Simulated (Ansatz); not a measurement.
Isomers of C3H6N2O, relaxed with PBE0-D4/def2-TZVP in Ansatz; electronic energies, one conformer each and not always the lowest. Functionals use def2-TZVPP; CBS adds triple-zeta CCSD(T) − MP2 to the MP2 limit of def2-TZVPP and def2-QZVPP.

Order them by energy at frozen-core CCSD(T)/CBS, lowest first. (An estimate is asked.)
A. `C=NC(=N)OC`
B. `CN1CN=C1O`
C. `C=N/C(O)=N\C`

C (0.0 kcal/mol), A (3.4 kcal/mol), B (9.0 kcal/mol).

How do PBE0-D4, MP2/CBS(def2), B2PLYP, PBE-D4 place them (kcal/mol, against `C=N/C(O)=N\C`)? (Estimate.)

Computed: 
```
      isomer  PBE0-D4  MP2/CBS(def2)  B2PLYP  PBE-D4
`C=NC(=N)OC`      4.3            4.3     3.3     4.6
 `CN1CN=C1O`      5.6            6.4    10.7     7.8
```
